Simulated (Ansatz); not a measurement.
Relaxation of AlClH$_{5}$P (8 atoms, charge 0, multiplicity 1), to a largest force component of 0.03 eV/Å in at most 50 steps.

Level of theory: RKS revPBE-D4/def2-SVP (Ansatz).

```xyz
8
Properties=species:S:1:pos:R:3
Al 0.027 0.093 0.094
Cl -0.116 0.603 2.233
H 1.479 0.102 -0.554
H -1.346 -0.088 -0.688
P 0.201 -3.202 1.183
H -0.694 -2.855 0.105
H 1.372 -2.775 0.461
H 0.046 -1.939 1.839
```

Question: Where does it end, and by what steps?

Answer: The run converged. After 5 steps the energy has fallen by 0.068 eV; Cl2 moved furthest, 0.23 Å.

```json
{"step": "0", "energy less start (eV)": "0.0000", "largest force component (eV/Å)": "0.780", "accepted": "yes"}
{"step": "1", "energy less start (eV)": "-0.0398", "largest force component (eV/Å)": "0.367", "accepted": "yes"}
{"step": "2", "energy less start (eV)": "-0.0633", "largest force component (eV/Å)": "0.149", "accepted": "yes"}
{"step": "3", "energy less start (eV)": "-0.0676", "largest force component (eV/Å)": "0.116", "accepted": "yes"}
{"step": "4", "energy less start (eV)": "-0.0642", "largest force component (eV/Å)": "0.166", "accepted": "no"}
{"step": "5", "energy less start (eV)": "-0.0685", "largest force component (eV/Å)": "0.015", "accepted": "yes"}
```

```xyz
8
Properties=species:S:1:pos:R:3
Al 0.030 -0.021 0.211
Cl -0.129 0.825 2.175
H 1.484 -0.075 -0.435
H -1.333 -0.249 -0.581
P 0.209 -3.160 1.078
H -0.701 -2.770 0.031
H 1.372 -2.683 0.375
H 0.036 -1.929 1.818
```

Whether the end is a true minimum wasn't checked by a vibrational analysis.

Run time: 11 s on 2 threads of Intel(R) Xeon(R) Platinum 8259CL CPU @ 2.50GHz (Skylake/Cascade Lake), with other jobs on the host, peak memory 0.17 GiB.
